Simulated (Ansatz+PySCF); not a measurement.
The numbers below are computed, except where a source is named.
**Several solutions for doublet CH**

```
atom   x (Å)   y (Å)    z (Å)
   C  0.0000  0.0000  -0.3068
   H  0.0000  0.0000   1.8407
```

Basis set: 6-31G (spherical functions). Charge 0, multiplicity 2.

PBE0 (unrestricted) was run from several starts with Ansatz (development build ahead of 0.2.0) and PySCF 2.14.0.

```csv
run,program,start,converged,energy (hartree),<S²>
A,Ansatz,stability test followed,yes,-38.30966,1.32
B,PySCF,program defaults,yes,-38.29543,0.80
C,Ansatz,"atomic start, no search",yes,-38.30966,1.32
D,Ansatz,search for the lowest state,yes,-38.30966,1.32
```

Q: Which runs reached the lowest solution of this kind, and what is wrong with the others?

A: A, C, D reached the lowest solution found. Converged but too high: B by 0.39 eV. Convergence only shows a stationary point, and even a stable one can lie too high; stability tests and further starts are what find lower ones. Caution: charge can spread falsely over distant fragments. Caution: the unrestricted determinant is spin contaminated.
